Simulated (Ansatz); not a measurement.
Reaction (difluorocarbene loss): `NCC(F)(F)F` → `NCF` + `F[C]F`

Gas-phase electronic energies from Ansatz, PBE0-D4/def2-TZVP geometries. CBS: MP2 limit from def2 TZ/QZ plus the TZ coupled-cluster correction, frozen cores. This one scheme is used for every species. One conformer a species, not always the lowest.

```
     species  MP2/def2-TZVPP energy (Eh)
`NCC(F)(F)F`                  -432.31688
       `NCF`                  -194.80738
     `F[C]F`                  -237.39751
```

Work out ΔE.

ΔE = (-194.80738) + (-237.39751) − (-432.31688) = 0.11199 Eh = +294.0 kJ/mol. CCSD(T)/CBS gives +278.9 kJ/mol.

Largest T1 diagnostic among the species: 0.017.

At CCSD(T), def2-SVP lies +13.8 kJ/mol from the extrapolated value and def2-TZVPP −4.2 kJ/mol. The D4 term adds +11.5 kJ/mol with B3LYP and +6.2 kJ/mol with PBE0; it sums over pairs of atoms, weighted by their polarisabilities, and B3LYP, whose exchange is more repulsive, gets the larger term.

B3LYP here is the variant with VWN-RPA as its local correlation; programs differ in this.
